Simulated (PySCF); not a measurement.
Phosphorus pentafluoride, PF₅.
SMILES with atom numbers: `[F:1][P:2]([F:3])([F:4])([F:5])[F:6]`

The computed photoelectron lines, unassigned: F 1s: 694.18 (area 2), 695.12 (area 3) eV; P 1s: 2159.11 eV; P 2p3/2: 144.36 eV.

Level of theory: delta-SCF UKS SCAN, pcX-2 on the ionised atom, pcseg-1 elsewhere, spin-free X2C in PySCF. Geometry: PBE0-D3(BJ)/def2-SVP; no solvent, vibrations or thermal averaging.

(1) Assign the F 1s lines to atoms.

Results:

(1) 694.18 eV: F1/F6 (phosphorus-bound fluorine); 695.12 eV: F3/F4/F5 (phosphorus-bound fluorine). The listed F 1s values span 0.94 eV, from F1/F6 (bonded to P) to F3/F4/F5 (bonded to P).

Bonded neighbours of each site: F1/F6: P; P2: 5 F; F3/F4/F5: P.

Question: Which photon energy gives electrons from F 1s of F3/F4/F5 a kinetic energy of 20 eV, and what is their de Broglie wavelength?

Answer: hν = 695.12 + 20 = 715.12 eV, recoil neglected; λ = 12.264 Å/√(E/eV) = 2.74 Å.

The first atom of each set that the bonding makes equivalent was ionised and stands for the set. The 2p values aren't plain energy differences: one relaxed spin-free 2p hole is combined with a matrix within the shell (ground-state 2p orbital-energy differences and spin–orbit coupling). 2p3/2, the mean of its two sublevels, lies a third of the splitting below the shell's mean and 2p1/2 two thirds above it; the statistical areas are 2:1. 2p1/2 minus 2p3/2 (ligand field included): P 0.89 eV.

On Arm Neoverse V2, one thread, shared host with 96 logical CPUs at a one-minute load of 47, this took 14 s of wall time and 0.52 GiB of memory at its peak.
